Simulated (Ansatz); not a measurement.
```yaml
crystal:
  periodic: [false, false, false]
  atoms:
    - {symbol: Al, position_ang: [-1.435210, -0.239636, -0.002414]}
    - {symbol: B, position_ang: [-0.004238, 1.170201, 0.009779]}
    - {symbol: Al, position_ang: [1.436908, -0.229242, -0.001504]}
basis:
  gaussian: {orbitals: def2-TZVP}
magnetization: {spin_polarized: true, initial_magnetization: 3}
hamiltonian: {xc: pbe0}
relax: {f_tol: 0.004, max_steps: 80}
```

```sh
$ ansatz run in.yaml --threads 1 --pin off --events-out ev --progress --plain --max-ram 2176MiB
```

Steps of the relaxation (energy above the last step; positions in Å, forces in eV/Å):

```
3
step 1, 47.8 meV
Al   -1.435   -0.240   -0.002   -0.551   -0.487   -0.004
B    -0.004    1.170    0.010   -0.004    0.969    0.008
Al    1.437   -0.229   -0.002    0.554   -0.483   -0.004
```

```
3
step 2, 10.6 meV
Al   -1.463   -0.247   -0.002   -0.232   -0.223   -0.002
B    -0.004    1.185    0.010   -0.002    0.445    0.004
Al    1.465   -0.237   -0.002    0.234   -0.222   -0.002
```

```
3
step 3, 0.1 meV
Al   -1.479   -0.256   -0.003   -0.008   -0.020    0.000
B    -0.004    1.204    0.010    0.000    0.041    0.000
Al    1.481   -0.246   -0.002    0.008   -0.020    0.000
```

```
3
step 4, 0.0 meV
Al   -1.475   -0.259   -0.003    0.001    0.000    0.000
B    -0.004    1.209    0.010    0.000    0.001    0.000
Al    1.477   -0.249   -0.002   -0.001    0.000    0.000
```

Close pairs at the end: B2–Al3 2.078 Å, Al1–B2 2.078 Å, Al1–Al3 2.951 Å.

A stationary point of unrestricted PBE0 after 4 steps, with ⟨S²⟩ = 3.789 against 3.75 for a pure state; no frequencies were run, so it isn't proven a minimum. 11 s on 1 thread of Intel Xeon 6975P-C, shared host.
